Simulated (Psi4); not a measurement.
# CH4O (methanol) at MP2/6-31G(d) (density fitting, density fitting for correlation, spherical functions, sweep point 5)

What is the vertical ionisation energy of CH4O (methanol) at MP2/6-31G* (density fitting, density fitting for correlation, spherical functions, sweep point 5)? 

Program for the calculation: Psi4 1.11.

4 further runs of the same task are left out: 4 set aside as unsound or not needed.

## Step 1: The system as given

CH4O has 6 atoms, charge 0, and is taken as a singlet. SMILES: `CO`. The coordinates come from a PBE0-D4/def2-TZVP relaxation.

Bond lengths: C1–O2 1.409 Å, C1–H3 1.090 Å, C1–H4 1.097 Å, C1–H5 1.097 Å, O2–H6 0.959 Å. Angles: C1–O2–H6 108.5°, O2–C1–H3 107.0°, O2–C1–H4 112.4°, O2–C1–H5 112.4°, H3–C1–H4 108.1°, H3–C1–H5 108.1°, H4–C1–H5 108.6°.

## Step 2: The energy at MP2/6-31G(d) (density fitting, density fitting for correlation, spherical functions, sweep point 5)

Input file ch4o.dat:

```
memory 1600 MB

molecule geom {
  C     -0.088400    -0.207400    -0.275700
  O     -0.165000     0.316500     1.030100
  H     -0.864700    -0.968400    -0.360900
  H      0.878800    -0.683600    -0.479200
  H     -0.272700     0.554400    -1.043400
  H      0.512100     0.988500     1.129100
  symmetry c1
}

set globals {
  basis           6-31G*
  puream          true
  scf_type        df
  num_frozen_docc 2
  d_convergence   1e-06
  e_convergence   1e-06
}

energy_value, wavefunction = energy('mp2', return_wfn=True)
```

On the command line:

```sh
$ psi4 -n 1 ch4o.dat ch4o.out
```

ch4o.out:

```text
[...]
  Running in c1 symmetry.
[...]
  Nuclear repulsion =   40.458002606553038
[...]
  Multiplicity = 1
[...]
  Nalpha       = 9
  Nbeta        = 9
[...]
    Number of basis functions: 36
[...]
   @DF-RHF iter   1:  -114.97184928999010   -5.73294e-01   9.80259e-03 ADIIS/DIIS
[...]
   @DF-RHF iter   8:  -115.03372506106703   -1.07313e-08   4.27955e-07 DIIS
[...]
    Orbital Energies [Eh]
    ---------------------
    Doubly Occupied:
       1A    -20.553864     2A    -11.267595     3A     -1.355075
       4A     -0.922851     5A     -0.688757     6A     -0.617370
       7A     -0.591497     8A     -0.497234     9A     -0.443862
[...]
  @DF-RHF Final Energy:  -115.03372506106703
   => Energetics <=
    Nuclear Repulsion Energy =             40.4580026065530376
    One-Electron Energy =                -237.1072462400493919
    Two-Electron Energy =                  81.6155185724293233
    Total Energy =                       -115.0337250610670310
[...]
 Multipole Moments:
 ------------------------------------------------------------------------------------
     Multipole            Electronic (a.u.)      Nuclear  (a.u.)        Total (a.u.)
 ------------------------------------------------------------------------------------
 L = 1.  Multiply by 2.5417464519 to convert [e a0] to [Debye]
 Dipole X            :         -0.1527420            0.6406786            0.4879366
 Dipole Y            :          0.6055731           -0.3895885            0.2159846
 Dipole Z            :          1.6397810           -2.1569239           -0.5171429
 Magnitude           :                                                    0.7430802
[...]
```

Run time: 2 s. Hardware: 1 thread of Intel Xeon Platinum 8488C (Sapphire Rapids), shared host; peak memory 0.19 GiB.

## Step 3: The doublet cation, same level

Input file calc.inp:

```
memory 1.6 GB

molecule system {
  1 2
  C     -0.088400    -0.207400    -0.275700
  O     -0.165000     0.316500     1.030100
  H     -0.864700    -0.968400    -0.360900
  H      0.878800    -0.683600    -0.479200
  H     -0.272700     0.554400    -1.043400
  H      0.512100     0.988500     1.129100
  symmetry c1
}

set {
  basis           6-31G*
  reference       uhf
  puream          true
  scf_type        df
  num_frozen_docc 2
  d_convergence   1e-06
  e_convergence   1e-06
  maxiter         150
}

energy_value = energy("mp2")
```

On the command line:

```sh
$ psi4 -i calc.inp -o calc.out -n 1
```

calc.out:

```text
[...]
  Running in c1 symmetry.
[...]
  Nuclear repulsion =   40.458002606553038
[...]
  Multiplicity = 2
[...]
  Nalpha       = 9
  Nbeta        = 8
[...]
    Number of basis functions: 36
[...]
   @DF-UHF iter   1:  -114.59439137380303   -1.95836e-01   7.63184e-03 ADIIS/DIIS
[...]
   @DF-UHF iter  11:  -114.67898278351629   -8.62214e-09   8.93381e-07 DIIS
[...]
   @S^2 Observed:                7.606467489E-01
[...]
    Orbital Energies [Eh]
    ---------------------
    Alpha Occupied:
       1A    -21.069325     2A    -11.557099     3A     -1.851574
       4A     -1.267780     5A     -1.101108     6A     -1.090965
       7A     -0.993633     8A     -0.832979     9A     -0.822986
    Alpha Virtual:
      10A     -0.070750    11A      0.036432    12A      0.066622
      13A      0.078622    14A      0.088059    15A      0.473903
      16A      0.484302    17A      0.497476    18A      0.698064
      19A      0.794982    20A      0.822885    21A      0.850079
      22A      0.899850    23A      0.916108    24A      0.970364
      25A      1.044630    26A      1.407267    27A      1.440721
[...]
  @DF-UHF Final Energy:  -114.67898278351629
   => Energetics <=
    Nuclear Repulsion Energy =             40.4580026065530376
    One-Electron Energy =                -230.4542306073519455
    Two-Electron Energy =                  75.3172452172826183
    Total Energy =                       -114.6789827835162896
  UHF NO Occupations:
  HONO-2 :    7  A 1.9983003
  HONO-1 :    8  A 1.9979548
[...]
 Multipole Moments:
 ------------------------------------------------------------------------------------
     Multipole            Electronic (a.u.)      Nuclear  (a.u.)        Total (a.u.)
 ------------------------------------------------------------------------------------
 L = 1.  Multiply by 2.5417464519 to convert [e a0] to [Debye]
 Dipole X            :         -0.0259278            0.6406786            0.6147508
 Dipole Y            :          0.8432424           -0.3895885            0.4536539
 Dipole Z            :          1.9024080           -2.1569239           -0.2545159
 Magnitude           :                                                    0.8052942
[...]
```

It took 2.1 s on 1 thread of Intel Xeon Platinum 8488C (Sapphire Rapids), shared host; peak memory 0.19 GiB.

## Step 4: What came out

At MP2/6-31G* (density fitting, density fitting for correlation, spherical functions, sweep point 5), 2 core orbitals frozen:

| quantity | value |
| --- | --- |
| singlet CH4O: total energy | -115.34158 Eh |
| singlet CH4O: HOMO energy (Hartree–Fock orbitals) | -12.08 eV |
| singlet CH4O: LUMO energy (Hartree–Fock orbitals) | 6.16 eV |
| singlet CH4O: HOMO–LUMO gap (Hartree–Fock orbitals) | 18.24 eV |
| singlet CH4O: correlation energy (2 core orbitals frozen) | -307.9 mEh |
| doublet cation: total energy | -114.94355 Eh |
| doublet cation: HOMO energy (Hartree–Fock orbitals) (highest over α and β) | -22.13 eV |
| doublet cation: LUMO energy (Hartree–Fock orbitals) (lowest over α and β) | -7.24 eV |
| doublet cation: correlation energy (2 core orbitals frozen) | -264.6 mEh |
| doublet cation: ⟨S²⟩ of the reference determinant | 0.761 |
| vertical ionisation energy (to the doublet cation) | 10.831 eV |

**Reading.** Removing an electron at fixed nuclei costs 10.83 eV (250 kcal/mol).
